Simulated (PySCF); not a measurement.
NaLi⁻ at ROHF-SCS-MP2

Level: ROHF-SCS-MP2. Na aug-pcseg-1, Li aug-pcseg-1; no relativity (PySCF 2.14).

* state: ²Σ⁺ (doublet), unpaired electrons σ ↑
* bond length: 3.447 Å
* harmonic wavenumber: 149 cm⁻¹
* force constant: 0.0703 mdyn/Å
* rotational constant Be: 0.2639 cm⁻¹
* anharmonicity ωexe: 1.44 cm⁻¹
* vibration–rotation constant αe: 0.00391 cm⁻¹

Correlated steps freeze 1 core orbital. The state was picked by a PBE0 search and need not be the measured ground state.
